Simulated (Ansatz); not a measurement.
A search over several starts for the lowest SCF solution of Al(NH2Me)H3 (CH₈AlN) at the given spin, in a small basis.

```yaml
crystal:
  periodic: [false, false, false]
  atoms:
    - {symbol: Al, position_ang: [-0.244598, -0.398673, -1.545514]}
    - {symbol: N, position_ang: [-0.253983, -0.432131, 0.498128]}
    - {symbol: C, position_ang: [0.435755, 0.724176, 1.114924]}
    - {symbol: H, position_ang: [0.177474, -1.300556, 0.806492]}
    - {symbol: H, position_ang: [-1.220734, -0.470137, 0.813330]}
    - {symbol: H, position_ang: [0.415401, 0.681241, 2.205784]}
    - {symbol: H, position_ang: [1.467280, 0.734491, 0.765643]}
    - {symbol: H, position_ang: [-0.051136, 1.636342, 0.772811]}
    - {symbol: H, position_ang: [1.338689, -0.409769, -1.800833]}
    - {symbol: H, position_ang: [-1.013557, 0.987653, -1.788290]}
    - {symbol: H, position_ang: [-1.050591, -1.752637, -1.842497]}
basis:
  gaussian: {orbitals: def2-SVP, initial_orbitals: start.molden}
hamiltonian: {xc: pbe0, dispersion: d4}
output: {orbitals: {seedname: orbitals}}
```

The file start.molden holds the orbitals of an earlier run on this structure, at another level or in another basis.

```sh
$ ansatz run in.yaml --threads 4 --pin off --events-out ev --progress --plain --max-ram 3916MiB
```

It prints (some lines left out):

```
Functional definition: PBE0
1020 factors; their error is unknown
mean field evaluation 1: about -9243.9733 eV, gradient 5.8e0 eV
mean field evaluation 2: about -9244.0614 eV, gradient 6.3e-2 eV
mean field evaluation 4: about -9244.1534 eV, gradient 1.1e-4 eV
mean field evaluation 8: about -9240.4599 eV, gradient 4.0e1 eV
mean field evaluation 16: about -9244.1533 eV, gradient 2.4e-1 eV
mean field -9244.15341355 eV, -339.7163720359 hartree, gradient 8.7e-6 eV, S^2 0.000000; 1 other end points of the search recorded, 0 dependent functions left out
reference -9244.15344428 eV, -339.7163731650 hartree; 17, 17 occupied and 69, 69 virtual orbitals, 1020 factors
Total energy: -9244.29524352 eV, -339.7215841911 hartree
```

It took 0.8 s on 4 threads of Arm Neoverse V2 on a shared host.
